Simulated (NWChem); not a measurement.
Molecule: AlF₃; SMILES [F][Al]([F])[F]

```xyz
4

Al     0.0000     0.0000     0.0000
F     -0.4630    -1.5733     0.0000
F     -1.1310     1.1876     0.0000
F      1.5940     0.3857     0.0000
```
Atoms are numbered in this order, from 1.

All runs: NWChem. Pople sets run with spherical d functions. All runs use the structure optimised with B3LYP/6-31G* (spherical d). Static field.

```tsv
level	isotropic polarisability (bohr³)	anisotropy (bohr³)
PBE/6-31+G*	(withheld)	4.3
B3LYP/6-31+G*	18.0	4.0
LC-BLYP (range parameter 0.33 per bohr)/6-31+G*	18.5	4.2
Hartree-Fock/6-31+G*	14.1	2.9
```

Task: Some entries are withheld; supply them.

Result: 
- PBE/6-31+G*, isotropic polarisability (bohr³): 19.7
